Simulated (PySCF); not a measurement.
Method: PBE-D3(BJ)/def2-TZVP // PBE0-D4/def2-TZVP (PySCF). Gas-phase values, no solvent. One relaxed conformer stands for a flexible species; it need not be the lowest. 

Reference species (SMILES): `[OH]` (neutral, multiplicity 2).

| Quantity | Value |
|---|---|
| highest occupied spin orbital | -7.16 eV |

Changed species: `O=C[SiH2]` (radical fragment; the reference has radical fragment).

Task: What does the change do to the highest occupied spin orbital?

Result: the highest occupied spin orbital rises by 1.70 eV, to -5.46 eV.
